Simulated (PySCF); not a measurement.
Run record: excited-state job, `[SiH3]N[SiH3]`.

Method: TDDFT wB97X-D/def2-SVPD, vertical, gas phase, core orbitals frozen in the response (PySCF 2.14.0, density-fitted response routines). Geometry: GFN2-xTB. A driver script takes a list of jobs; this job's settings line and coordinates (Å) are shown.

Input:
```
{"job": {"kind": "uv", "xc": "wB97X-D", "basis": "def2-SVPD", "nstates": 8, "ntriplets": 3}, "charge": 0, "multiplicity": 1}
Si     1.496596    -0.282865     0.362760
N      0.082099    -0.068577    -0.613467
Si    -1.517432     0.363171    -0.109030
H      2.595554    -0.498652    -0.579027
H      1.674699     0.934413     1.152269
H      1.362748    -1.436606     1.260577
H      0.141484    -0.461699    -1.538050
H     -2.124157    -0.685639     0.719429
H     -2.285406     0.541408    -1.341670
H     -1.417302     1.599699     0.663681
```

**Question.** Estimate the output.

**Answer.** 
```
coarse grid: 8656 points
cycle   1  E = -637.6092453481  dE = -8.470e-02  |g| = 3.966e-01  |ddm| = 3.329e+00
cycle   2  E = -637.6114186024  dE = -2.173e-03  |g| = 4.031e-01  |ddm| = 9.322e-01
cycle   3  E = -637.6466841682  dE = -3.527e-02  |g| = 3.316e-02  |ddm| = 4.035e-01
cycle   4  E = -637.6470570003  dE = -3.728e-04  |g| = 6.868e-03  |ddm| = 1.238e-01
cycle   5  E = -637.6470749695  dE = -1.797e-05  |g| = 8.714e-04  |ddm| = 2.954e-02
cycle   6  E = -637.6470755699  dE = -6.004e-07  |g| = 2.652e-04  |ddm| = 6.292e-03
final grid: 72448 points
cycle   7  E = -637.7283454680  dE = -3.265e-05  |g| = 5.626e-03  |ddm| = 9.650e-02
cycle   8  E = -637.7283448523  dE =  6.156e-07  |g| = 5.979e-03  |ddm| = 1.693e-02
cycle   9  E = -637.7283524283  dE = -7.576e-06  |g| = 3.359e-04  |ddm| = 5.441e-03
cycle  10  E = -637.7283524717  dE = -4.344e-08  |g| = 9.379e-05  |ddm| = 1.571e-03
cycle  11  E = -637.7283524755  dE = -3.806e-09  |g| = 1.561e-05  |ddm| = 3.728e-04
cycle  12  E = -637.7283524757  dE = -1.951e-10  |g| = 4.241e-06  |ddm| = 7.997e-05
converged SCF energy = -637.7283524757

Static polarisability (au): isotropic 61.362, principal 56.154 57.517 70.417

Singlet excitations
state   eV       nm        f      main configurations
  1   6.1453    201.8   0.00345   H->L 0.96
  2   7.0995    174.6   0.00271   H->L+2 0.96
  3   7.7169    160.7   0.03427   H->L+1 0.92
  4   7.8647    157.6   0.01502   H->L+4 0.54, H->L+3 0.20, H-2->L 0.12
  5   8.0335    154.3   0.02068   H->L+3 0.51, H->L+4 0.32, H->L+6 0.10
  6   8.2100    151.0   0.01921   H->L+5 0.92
  7   8.2699    149.9   0.05582   H->L+6 0.67, H->L+3 0.19
  8   8.5306    145.3   0.00004   H-1->L 0.65, H-2->L 0.19

Triplet excitations (Tamm-Dancoff, eV): 5.8910 6.9665 7.5670
```

The SCF starts on a coarse grid where the log names one; the energy can jump when the final grid takes over, and dE then counts from the start density on the new grid. H and L stand for HOMO and LUMO; the number after each pair is its weight.

**Question.** Which computed singlet has the largest oscillator strength, and what do all of them sum to?

**Answer.** State 7 at 8.27 eV (150 nm), f = 0.056; the 8 states sum to 0.151.

**Question.** Give S1 in cm⁻¹ and kJ/mol.

**Answer.** 6.1453 eV × 8065.54 = 49565 cm⁻¹; × 96.485 = 592.9 kJ/mol.

Main results: HOMO -9.28 eV, LUMO 1.54 eV; lowest singlet 6.15 eV; lowest triplet 5.89 eV (Tamm–Dancoff); mean polarisability 61.4 au.

The run took 11 s wall, 6.8 s CPU on one thread of an x86-64 server, no GPU, shared host.
Labels such as C1 count atoms from 1, the log's own numbers from 0.

wB97X-D is run here without its empirical dispersion term; that term would change no orbital, density or response property at a fixed geometry.
